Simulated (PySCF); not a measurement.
# Unknown compound

Molecular formula: C₅H₁₀. Simulated spectra:

1H NMR (400 MHz, computed): δ 6.03 (ddt, J = 17.9, 11.2, 8.4 Hz, 1H), 5.34 (dq, J = 17.9, 2.0 Hz, 1H), 5.21 (ddt, J = 11.2, 2.4, 1.4 Hz, 1H), 1.88 (qt, J = 8.1, 1.6 Hz, 2H), 1.22 (sext, J = 8.1 Hz, 2H), 1.01 (t, J = 8.2 Hz, 3H).

13C{1H} NMR (computed): δ 148.9 (CH), 121.9 (CH2), 41.6 (CH2), 27.1 (CH2), 16.6 (CH3).

PySCF calculation with shieldings: GIAO PBE0/pcSseg-1, PBE0-D3(BJ)/def2-SVP structure and J: B3LYP/pcJ-1 (without the spin–dipole term); in vacuum, non-relativistic Hamiltonian, fast rotation and ring inversion assumed for equivalent nuclei, one conformer.

Chemical shifts δ = σref − σ; 1H, 13C against TMS, all at this level.

Propose a structure and justify it.

Results:


1. The formula gives 1 degree of unsaturation (no ring in the answer).
2. 5 carbon signals for 5 carbons: no two carbons are equivalent.
3. Carbon types of the structure: 1 × CH, 3 × CH2, 1 × CH3, which accounts for all hydrogens.
4. δC 148.9: alkene CH; as expected for a trigonal carbon in a double bond.
5. δC 121.9: terminal =CH2 carbon; an sp2 carbon of a C=C bond.
6. δC 41.6: allylic sp3 CH2; saturated and bonded to C and H only.
7. δC 16.6: methyl carbon; saturated and bonded to C and H only.
8. δH 5.34, 5.21: hydrogen on a terminal =CH2 carbon; olefinic region.
9. δH 1.88: hydrogen on an allylic sp3 CH2; allylic position.
10. δH 1.01: hydrogen on a methyl carbon; far from electronegative atoms and π systems.
11. The protons at 5.34 and 6.03 share a coupling of 17.9 Hz (vicinal, trans across C=C).
12. The protons at 5.21 and 6.03 share a coupling of 11.2 Hz (vicinal, cis across C=C).
13. The protons at 6.03 and 1.88 share a coupling of 8.4 Hz (vicinal).
14. The protons at 1.22 and 1.01 share a coupling of 8.2 Hz (vicinal).

The compound is SMILES C=CCCC.

This is the structure that produced the data.

Multiplet labels drop couplings under 1 Hz and merge nearly equal ones. Unscaled 3J(H,H) at this level run about 9 % above measured values. Shifts are as computed. Against solution values, carbons near 30 ppm lie about +2 ppm off and those near 130 ppm about +4 ppm. Of 246 compounds with measured shifts, 49 miss one by over three times the rms of a fit or turn the order of signals round; such compounds aren't used in these exercises. Couplings across =CH–CH2 type bonds come from one rotamer and its mirror image, and can be 1–2 Hz further off. Vicinal H,H couplings across rotating CH2–CH2 and CH–CH2 bonds are estimated from the computed gauche and anti values for equal rotamer populations, (2 J gauche + J anti)/3.
